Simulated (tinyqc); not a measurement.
Inside a calculation. Method: extended Hueckel theory, for BH. Computed by tinyqc, a small Python program that keeps every step (integrals from PySCF). Settings: charge = 0, K = 2.0, weighted = 1, multiplicity = 1. Command: `OMP_NUM_THREADS=1 python tinyqc.py 31130 31131 out.jsonl` (the two numbers bound the seeds that draw the settings). One thread of a shared host (Intel(R) Xeon(R) Processor @ 2.60GHz), about 0.01 s of CPU time with the checks.

## Overlaps

Geometry (angstrom):
```
atom       x       y       z
B     0.0000  0.0000  0.0000
H     0.0000  0.0000  1.4220
```

Parameters chosen for this run:
```
element  shell  Slater exponent  H_ii (eV)
H           1s           1.3000   -13.6000
B           2s           1.3000   -15.2000
B           2p           1.3000    -8.5000
```

Slater orbitals, each expanded in six Gaussians scaled to its exponent.

overlap S, order 1B 2s, 1B 2px, 1B 2py, 1B 2pz, 2H 1s:
$$\begin{pmatrix}
1.0000 & 0.0000 & 0.0000 & 0.0000 & 0.3858 \\
0.0000 & 1.0000 & 0.0000 & 0.0000 & 0.0000 \\
0.0000 & 0.0000 & 1.0000 & 0.0000 & 0.0000 \\
0.0000 & 0.0000 & 0.0000 & 1.0000 & 0.4546 \\
0.3858 & 0.0000 & 0.0000 & 0.4546 & 1.0000
\end{pmatrix}$$

## Wolfsberg-Helmholz matrix

diagonal H_ii (eV): 1B 2s -15.2000, 1B 2px -8.5000, 1B 2py -8.5000, 1B 2pz -8.5000, 2H 1s -13.6000

K = 2.0000

H_ij = K' S_ij (H_ii + H_jj)/2 for i != j (the diagonal keeps H_ii), with K' = K + D^2 + D^4 (1 - K), D = (H_ii - H_jj)/(H_ii + H_jj), K = 2.

H (eV), order 1B 2s, 1B 2px, 1B 2py, 1B 2pz, 2H 1s:
$$\begin{pmatrix}
-15.2000 & 0.0000 & 0.0000 & 0.0000 & -11.1275 \\
0.0000 & -8.5000 & 0.0000 & 0.0000 & 0.0000 \\
0.0000 & 0.0000 & -8.5000 & 0.0000 & 0.0000 \\
0.0000 & 0.0000 & 0.0000 & -8.5000 & -10.2994 \\
-11.1275 & 0.0000 & 0.0000 & -10.2994 & -13.6000
\end{pmatrix}$$

## Orbitals

valence electrons = 4

Solve H C = S C e through S^(-1/2); fill by pairs from the bottom, a degenerate level sharing its electrons equally; each orbital has its largest coefficient positive (the first on a tie).

orbital energies (eV): [-18.5799, -11.3095, -8.5000, -8.5000, 6.7023]

occupations: [2.0000, 2.0000, 0.0000, 0.0000, 0.0000]

coefficients, order 1B 2s, 1B 2px, 1B 2py, 1B 2pz, 2H 1s:
$$\begin{pmatrix}
0.6283 & -0.6257 & 0.0000 & 0.0000 & -0.6669 \\
0.0000 & 0.0000 & -0.6219 & 0.7831 & 0.0000 \\
0.0000 & 0.0000 & 0.7831 & 0.6219 & 0.0000 \\
0.0986 & 0.6607 & 0.0000 & 0.0000 & -0.9351 \\
0.5363 & 0.3599 & 0.0000 & 0.0000 & 1.0651
\end{pmatrix}$$

sum of one-electron energies = -59.7788 eV

Within a degenerate level the vectors are fixed only up to a rotation; this is one choice.

## Mulliken analysis

P = C n C^T; charge = valence electrons (H 1, B 3) minus the sum of (P S)_ii on the atom; overlap population = 2 sum P_ij S_ij between two atoms.

charges: 1B 0.1846, 2H -0.1846

Overlap populations:
```
pair     value
2-1   0.700906
```
